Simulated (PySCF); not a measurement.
**Ionising MgSi**

B3LYP; basis Mg aug-pcseg-1, Si aug-pcseg-1; no relativity; PySCF 2.14. Neutral (UKS): triplet (π ↑↑), Re = 2.610 Å, ωe = 274 cm⁻¹, De = 0.83 eV, HOMO -4.81 eV, LUMO -2.99 eV.

MgSi⁻ (UKS): quartet (σ ↑, π ↑↑), Re = 2.745 Å, ωe = 223 cm⁻¹, De = 0.80 eV to Mg + Si⁻. The energies at the minima are -489.49243 hartree for MgSi and -489.54190 for MgSi⁻.

Task: Work out the adiabatic electron affinity, without and with harmonic zero-point energies (1 hartree = 27.2114 eV, 1 eV = 8065.5 cm⁻¹), and the change of the bond length.

Result: At B3LYP: 0.04947 hartree = 1.346 eV between the minima; the zero-point term (274.0 − 223.0)/2 cm⁻¹ = +0.003 eV makes it 1.349 eV. Re changes by +13.5 pm against the neutral. The electron enters a σ orbital; in so polar a molecule the change of length follows mostly from the change of the ionic charges.

For an ion De counts to the pair picked by the measured ionisation energies or electron affinities, which need not be the lowest pair at this level. The highest Kohn–Sham level is positive in this anion. Much of that is self-interaction error, but it also means that the finite basis helps to hold the extra electron. States were picked by a PBE0 search and need not be the measured ground states.
